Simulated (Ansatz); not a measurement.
# PdTe2: the cost of one run

Method: the settings change from run to run; program: Ansatz 0.2.0, Gaussian basis.

2 further runs of the same task are left out: 2 that didn't finish. Runs told in other sessions of the task aren't counted.

**1. The relaxed structure**

The geometry comes from an earlier relaxation with r2SCAN-D4 in a triple-zeta def2 set; it is a stationary point. Pd, Te take a core potential in def2 sets; no spin-orbit term is included.

3 atoms, charge 0, spin multiplicity 1.

Atoms are counted from 1 here; the program's logs count them from 0.

Bond lengths: Pd1–Te2 2.568 Å, Pd1–Te3 2.568 Å, Te2–Te3 2.678 Å. Angles: Te2–Pd1–Te3 62.8°, Pd1–Te2–Te3 58.6°, Pd1–Te3–Te2 58.6°.

**2. BHLYP/def2-TZVP**

This run has multiplicity 3.

in.yaml

```yaml
crystal:
  periodic: [false, false, false]
  atoms:
    - {symbol: Pd, position_ang: [-0.803774, 0.909537, -0.812851]}
    - {symbol: Te, position_ang: [0.306785, 0.387809, 1.442525]}
    - {symbol: Te, position_ang: [0.496989, -1.297346, -0.629674]}
basis:
  gaussian: {orbitals: def2-TZVP}
magnetization: {spin_polarized: true, initial_magnetization: 2}
hamiltonian: {xc: {name: BHLYP}}
scf: {omitted_lower_state_checks: [starts]}
output: {forces: true}
```

Command:

```
$ ansatz run in.yaml --threads 4 --pin off --events-out ev --progress --plain --max-ram 3916MiB
```

**Question.** How long does this run take on 4 threads of Arm Neoverse V1, shared host, and how much memory does it need?

About 7 s, with a peak of 0.55 GiB.
